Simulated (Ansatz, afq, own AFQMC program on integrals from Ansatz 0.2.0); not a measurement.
# CHB, triplet: AFQMC among the cluster methods

```xyz
3

B     0.0000    0.0000    0.0957
C     0.0000    0.0000   -1.3685
H     0.0000    0.0000    1.2728
```

Connectivity, by distances: BH–C.

Basis cc-pVDZ. Only valence electrons are correlated. Ansatz 0.2.0 and our own AFQMC program on the same integrals; the CISD trial comes from CCSD amplitudes, and released means the phaseless constraint is let go. Free projection: walkers drawn from exp(T), propagated without any constraint. Its projection time is finite, and what remains of the start isn't in its error. ± is one standard error of the sampling.

Determinant: UHF, the one that the program's search chose, which needn't be the lowest solution. The geometry is a PBE0/def2-TZVP stationary point of this or a neighbouring charge and spin state.

No full CI on the walks' own integrals is used here; CCSDT(Q) serves as the reference and is uncertain by about the last step of the cluster series.

The T1 diagnostic is 0.0151. The weight of the determinant in the CISD state is 0.905 and the ⟨S²⟩ of the determinant is 2.009. The size of the correlated space is 8 electrons in 31 orbitals.

```
  level  correlation energy (eV)
    MP2                  -3.9494
   CCSD                  -4.7875
CCSD(T)                  -4.9428
```

(1) Estimate where phaseless AFQMC with the Hartree–Fock trial lies against CCSD(T) on the same integrals.

(1) 11.4 ± 4.6 kJ/mol above CCSD(T).

Reference: CCSDT(Q), correlation energy -4.988 eV. The released energy is read at 2.40 1/Eh (meV from the phaseless value at times in 1/Eh: 4 ± 9 at 0.24, -19 ± 8 at 0.51, -31 ± 10 at 0.99, -23 ± 12 at 1.62, -19 ± 12 at 2.40).

```csv
level,E − E(reference) (kJ/mol),share of correlation (%)
CCSD(T),4.4,99.09
CCSDT,1.0,99.78
ph-AFQMC/HF,15.8 ± 4.6,96.73
ph-AFQMC/CISD,4.4 ± 0.9,99.09
released AFQMC,2.5 ± 1.2,99.48
free AFQMC,1.1 ± 1.4,99.77
```

Free projections are given only where their last times agree within the noise and don't stop above the reference; a slow remainder of the start can still hide under it. A walk keeps the symmetry of its determinant, which the program's search chose and which needn't be the lowest solution, so a lower state of the same spin and another symmetry isn't excluded. Released energies are given only where the last usable release times agree within the noise; a slower fall can still hide under it.
